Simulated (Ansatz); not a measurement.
`C1=NCCC1`, relaxed with RKS PBE0-D4/def2-TZVP in Ansatz from a PBE-D4/def2-SVP geometry. The force threshold is 0.005 eV/Å; the program also tests the step.

Charge 0, multiplicity 1.

Start:

```xyz
12

C     0.086    0.703   -1.216
N    -0.900    1.168   -0.541
C    -1.025    0.383    0.694
C     0.257   -0.482    0.823
C     0.829   -0.472   -0.611
H     0.342    1.130   -2.205
H    -1.188    1.062    1.557
H    -1.949   -0.234    0.613
H     0.058   -1.501    1.209
H     0.972   -0.001    1.521
H     1.932   -0.358   -0.662
H     0.587   -1.398   -1.182
```

| step | energy (eV) | largest force (eV/Å) | largest move (Å) |
| --- | --- | --- | --- |
| 1 | -5747.0009 | 1.076 | 0.000 |
| 2 | -5747.0539 | 0.255 | 0.023 |
| 3 | -5747.0582 | 0.046 | 0.009 |
| 4 | -5747.0583 | 0.028 | 0.005 |
| 5 | -5747.0583 | 0.005 | 0.002 |
| 6 | -5747.0583 | 0.006 | 0.002 |
| 7 | -5747.0583 | 0.004 | 0.001 |

End:

```xyz
12

C     0.083    0.694   -1.207
N    -0.888    1.154   -0.540
C    -1.017    0.379    0.691
C     0.253   -0.479    0.816
C     0.822   -0.468   -0.606
H     0.334    1.115   -2.180
H    -1.166    1.053    1.537
H    -1.926   -0.229    0.611
H     0.052   -1.484    1.189
H     0.958   -0.009    1.505
H     1.907   -0.344   -0.649
H     0.588   -1.382   -1.166
```

It took 20 s on 4 threads of an Arm Neoverse V2 on a shared host, with 0.46 GiB of host memory at the peak.
